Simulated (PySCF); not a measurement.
Numbering as in the mapped SMILES `[CH3:1][CH2:2][CH2:3][C:4](=[O:5])[Cl:6]`. Hydrogens are named by the atom that carries them.

Geometry: PBE0-D3(BJ)/def2-SVP; GIAO shifts from PySCF 2.14.0 with density-fitted response routines, gas phase, non-relativistic, averaged over equivalent atoms.

At PBE0/aug-cc-pVDZ (205 basis functions, 16 s wall time on 1 thread of an Intel Xeon 6975P-C, shared host):
```csv
atoms,δ (ppm)
C4,178.3
C3,49.9
C2,21.6
C1,14.0
O5,530.0
Cl6,433.0
H(C3),2.95
H(C2),1.68
H(C1),0.95
```

Shifts are taken against calculated references (same method and geometry level): 13C (195.12 ppm), 1H (31.39 ppm) against TMS; H2O for 17O (335.91 ppm); 35Cl (967.65 ppm) against HCl.

Predict the values at PBE0/cc-pVTZ on the same geometry.

Answers


| atoms | δ at PBE0/cc-pVTZ | change |
| --- | --- | --- |
| C4 | 182.3 | +4.0 |
| C3 | 51.7 | +1.8 |
| C2 | 21.2 | -0.4 |
| C1 | 14.2 | +0.2 |
| O5 | 567.6 | +37.6 |
| Cl6 | 437.1 | +4.1 |
| H(C3) | 2.85 | -0.10 |
| H(C2) | 1.61 | -0.07 |
| H(C1) | 0.88 | -0.07 |

Scale: TMS for 13C (187.29 ppm) and 1H (31.29 ppm); 17O (334.84 ppm) against H2O; HCl for 35Cl (952.42 ppm) (reference shieldings calculated alike).

The largest change is at O5 (carbonyl oxygen). Cost: 282 basis functions, 26 s wall time on 1 thread of an Intel Xeon 6975P-C, shared host. The order of the carbon signals is the same at both levels.

Carbons that carry Cl, above all several Cl atoms, come out too deshielded, partly because spin–orbit coupling is missing. Unscaled 17O shifts of doubly bonded oxygen tend to come out too high, by tens of ppm or more. Experimental scales use liquid or dissolved standards, which lie at an offset from isolated H2O (liquid H2O: subtract about 36 ppm).
